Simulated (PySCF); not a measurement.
# A diatomic session: AlP+

One table from this session's results is given with a row withheld; the runs are named, their logs left out.

Program: PySCF 2.14.0. Level of theory: Al pcseg-1, P pcseg-1, no relativity. These are calculated values, not measurements.

The first run:

The job is set up so:

```yaml
atoms: Al, P
charge: 1
basis: Al pcseg-1, P pcseg-1
Hamiltonian: no relativity
basis_functions: 36
electrons_treated: 27
masses_in_u: 26.9815, 30.9738
levels: PBE0, PBE, r²SCAN, r²SCAN0, BP86, B2PLYP, HF, MP2, SCS-MP2, CCSD, CCSD(T)
grid: 80 radial by 434 angular points
occupations: held fixed by the projection of orbital angular momentum
dissociation_limit: Al+ + P, each in its ground configuration
starting_distance_in_angstrom: 2.360
values_of_2S_to_try: 1, 3
```

Started as:

```sh
OMP_NUM_THREADS=1 python dia.py task.json out
```

Among the steps run: Input; The PBE0 curve of the state that the search chose; Higher solutions at PBE0; PBE; r²SCAN (meta-GGA); r²SCAN0 (hybrid meta-GGA); BP86 (GGA); B2PLYP (double hybrid); ROHF (mean field); MP2 and coupled cluster.

One table of the session follows, with a row left open; its other results are not shown here.

Energy (eV) from each level's lowest point:

| R (Å) | ROHF | ROHF-MP2 | ROHF-SCS-MP2 | ROHF-CCSD | ROHF-CCSD(T) |
| --- | --- | --- | --- | --- | --- |
| 2.154 | 0.771 | 0.468 | 0.535 | n/a | n/a |
| 2.255 | 0.567 | 0.219 | 0.269 | 0.321 | 0.269 |
| 2.355 | 0.450 | 0.062 | 0.091 | 0.160 | 0.122 |
| 2.430 | 0.368 | 0.031 | 0.050 | 0.085 | 0.060 |
| 2.505 | ? | ? | ? | ? | ? |
| 2.580 | 0.222 | 0.010 | 0.021 | 0.016 | 0.007 |
| 2.680 | 0.151 | 0.002 | 0.009 | 0.001 | 0.000 |
| 2.806 | 0.087 | 0.000 | 0.001 | 0.000 | 0.007 |
| 2.956 | 0.037 | 0.005 | 0.000 | 0.010 | 0.025 |
| 3.156 | 0.000 | 0.018 | 0.007 | n/a | n/a |

Q: Estimate the row for R (Å) = 2.505 from the others.

Worked estimate for «ROHF». A straight line through the neighbours (2.430, 0.368) and (2.580, 0.222) gives 0.368 + (0.222 − 0.368) × (2.505 − 2.430) / (2.580 − 2.430) = 0.295; a parabola fitted to 4 rows on both sides gives 0.290.

As computed: ROHF: 0.289; ROHF-MP2: 0.019; ROHF-SCS-MP2: 0.034; ROHF-CCSD: 0.041; ROHF-CCSD(T): 0.025. In «ROHF» the line misses by +0.006 and the parabola by +0.001.

Caveats from the session: Lowest PBE0 solution found, without spin–orbit coupling: ⁴Σ⁻ (quartet), unpaired electrons σ ↑, π ↑↑. Warnings in the runs' records: inverted.
